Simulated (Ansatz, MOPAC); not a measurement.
Molecule: molecular chlorine, Cl2, charge 0, multiplicity 1. SMILES: ClCl

Atoms: Cl1, Cl2. Bonds: Cl1-Cl2.

Bond lengths (Å) and angles (degrees) optimised at PM6 with MOPAC; PM7 with MOPAC; HF/STO-3G with Ansatz (a quantum-chemistry and plane-wave program); B3LYP/LANL2DZ with Ansatz, each started from the B3LYP-D3(BJ)/def2-TZVP structure (Ansatz) of the last column. A row stands for all coordinates that are equal there.

| coordinate | PM6 | PM7 | HF/STO-3G | B3LYP/LANL2DZ | B3LYP-D3(BJ)/def2-TZVP |
|---|---|---|---|---|---|
| Cl1-Cl2 | 1.980 | 1.981 | 2.063 | 2.225 | 2.014 |

Mean signed difference of all 1 bond lengths from B3LYP-D3(BJ)/def2-TZVP: PM6 -0.033 Å, PM7 -0.032 Å, HF/STO-3G 0.049 Å, B3LYP/LANL2DZ 0.212 Å.
